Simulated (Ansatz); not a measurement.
Born–Oppenheimer molecular dynamics of C₆H₁₀ (16 atoms, charge 0, multiplicity 1). It starts from a relaxed structure.

Method: RKS B3LYP-D4/STO-3G in Ansatz.

| Quantity | Value |
| --- | --- |
| ensemble | NVT, Nosé–Hoover chain |
| time step | 0.5 fs |
| steps asked | 343 |
| set temperature | 500 K |
| thermostat | time constant 300 fs, chain length 3 |
| seed | 807881 |

First frame:

```xyz
16
Properties=species:S:1:pos:R:3
C 0.620 -2.234 -1.508
C 0.755 -1.134 -0.781
C 1.465 -0.409 0.318
C 0.280 0.246 -0.444
C -1.075 0.461 0.275
C -1.086 1.777 1.105
H -0.151 -2.323 -2.285
H 1.273 -3.105 -1.369
H 1.295 -0.731 1.354
H 2.476 -0.023 0.133
H 0.546 1.051 -1.145
H -1.274 -0.400 0.937
H -1.882 0.492 -0.479
H -2.053 1.902 1.616
H -0.289 1.760 1.865
H -0.922 2.647 0.452
```

Task: How far do the bonds stretch over the last three quarters of this one trajectory? (Pairs bonded in most of those frames.)

Result: 
```
  bond  mean (Å)  spread (Å)  shortest  longest
 C1–C2     1.326       0.014      1.30     1.36
 C1–H7     1.100       0.020      1.07     1.13
 C1–H8     1.100       0.022      1.06     1.13
 C2–C3     1.500       0.018      1.47     1.54
 C2–C4     1.500       0.027      1.44     1.56
 C3–C4     1.558       0.018      1.52     1.60
 C3–H9     1.101       0.022      1.06     1.14
C3–H10     1.100       0.012      1.07     1.13
 C4–C5     1.562       0.044      1.48     1.66
C4–H11     1.104       0.006      1.09     1.12
 C5–C6     1.566       0.026      1.52     1.62
C5–H12     1.105       0.010      1.08     1.13
C5–H13     1.107       0.013      1.08     1.13
C6–H14     1.103       0.023      1.06     1.14
C6–H15     1.102       0.015      1.08     1.13
C6–H16     1.104       0.024      1.06     1.15
```

Mean temperature of the second half: 250 K. The conserved energy stayed within 0.3 meV per atom of its start (net change 0.14 meV per atom), so the integration is sound. The mean temperature of the second half is 50 % below the set value. A run of 0.17 ps of so small a system gives no equilibrium averages. Limits of this set-up: minimal basis.

Time of the run: 15 min on 1 thread of Arm Neoverse V1 (shared host), peak memory 0.093 GiB.
